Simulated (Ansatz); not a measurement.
**C₃H₃ClO: up Jacob's ladder to CCSD(T)**

The task here is to estimate one member of a computed series from the others.

Computed with Ansatz 0.2.0, Gaussian basis. Level: functionals in def2-TZVPP, the program's frozen cores in correlated methods.

Levels to be run: LDA (SPW92), PBE-D4, revPBE-D4, BLYP-D4, r2SCAN-D4, B97M-V, PBE0-D4, B3LYP-D4, r2SCANh-D4, r2SCAN0-D4, HSE06-D4, BHLYP-D4, CAM-B3LYP-D4, LC-ωPBE, ωB97X-V, ωB97M-V, B2PLYP, PBE-QIDH; CCSD(T)/def2-SVP; CCSD(T)/def2-TZVPP; MP2/def2-QZVPP; extrapolation to the limit; RPA on PBE.

## The geometry

The geometry comes from an earlier relaxation with PBE0-D4 in a triple-zeta def2 set; it is a stationary point, not always the lowest conformer.

8 atoms, charge 0, spin multiplicity 1.

Atoms are counted from 1 here; the program's logs count them from 0.

Bond lengths: C1–C2 1.328 Å, C1–H6 1.084 Å, C1–H7 1.083 Å, C2–C3 1.473 Å, C2–H8 1.082 Å, C3–O4 1.184 Å, C3–Cl5 1.785 Å. Angles: C2–C1–H6 120.6°, C2–C1–H7 121.2°, H6–C1–H7 118.2°, C1–C2–C3 119.8°, C1–C2–H8 122.8°, C3–C2–H8 117.4°, C2–C3–O4 127.5°, C2–C3–Cl5 111.9°, O4–C3–Cl5 120.6°.

Set-up of the first run:

Contents of in.yaml:

```yaml
crystal:
  periodic: [false, false, false]
  atoms:
    - {symbol: C, position_ang: [0.041161, -0.754905, 1.047570]}
    - {symbol: C, position_ang: [0.409024, 0.188543, 0.188805]}
    - {symbol: C, position_ang: [-0.401618, 0.439591, -1.015204]}
    - {symbol: O, position_ang: [-1.394696, -0.114501, -1.343767]}
    - {symbol: Cl, position_ang: [0.284543, 1.746723, -2.018128]}
    - {symbol: H, position_ang: [-0.851798, -1.344100, 0.871753]}
    - {symbol: H, position_ang: [0.620680, -0.958149, 1.939841]}
    - {symbol: H, position_ang: [1.292704, 0.796787, 0.329130]}
basis:
  gaussian: {orbitals: def2-TZVPP}
hamiltonian: {xc: lda}
output: {orbitals: {seedname: orbitals}}
```

On the command line:

```
> ansatz run in.yaml --threads 4 --pin off --events-out ev --progress --plain --max-ram 10444MiB
```

Steps of the session up to this table: LDA; PBE-D4 (GGA); revPBE-D4 (GGA); BLYP-D4 (GGA); r2SCAN-D4 (meta-GGA); B97M-V (meta-GGA); B3LYP-D4 (hybrid); r2SCANh-D4 (hybrid); r2SCAN0-D4 (hybrid); HSE06-D4 (hybrid); BHLYP-D4 (hybrid); CAM-B3LYP-D4 (range-separated); LC-ωPBE (range-separated); ωB97X-V (range-separated); ωB97M-V (range-separated); B2PLYP (double hybrid); PBE-QIDH (double hybrid).

One table of the session follows, with a row left open; its other results are not shown here.

It belongs to the step «Frontier levels by functional». 

```
  functional  HOMO (eV)  LUMO (eV)  gap (eV)
 LDA (SPW92)      -7.25      -3.55      3.70
      PBE-D4      -7.05      -3.29      3.76
   revPBE-D4      -6.98      -3.20      3.78
     BLYP-D4      -6.92      -3.14      3.78
   r2SCAN-D4      -7.38      -3.18      4.21
      B97M-V      -7.49      -3.05      4.43
     PBE0-D4      -8.59      -2.34      6.25
    B3LYP-D4      -8.32      -2.55      5.77
  r2SCANh-D4      -7.96      -2.82      5.14
  r2SCAN0-D4      -8.82      -2.28      6.54
    HSE06-D4          ?          ?         ?
    BHLYP-D4      -9.88      -1.23      8.65
CAM-B3LYP-D4      -9.99      -1.18      8.81
     LC-ωPBE     -11.31      -0.04     11.28
     ωB97X-V     -10.98      -0.08     10.90
     ωB97M-V     -10.89      -0.14     10.75
```

Q: Estimate the row for HSE06-D4 from the others.

As computed: HOMO (eV): -8.18; LUMO (eV): -2.73; gap (eV): 5.46. In the column «HOMO (eV)» it lies between B3LYP-D4 (-8.32) and r2SCANh-D4 (-7.96).
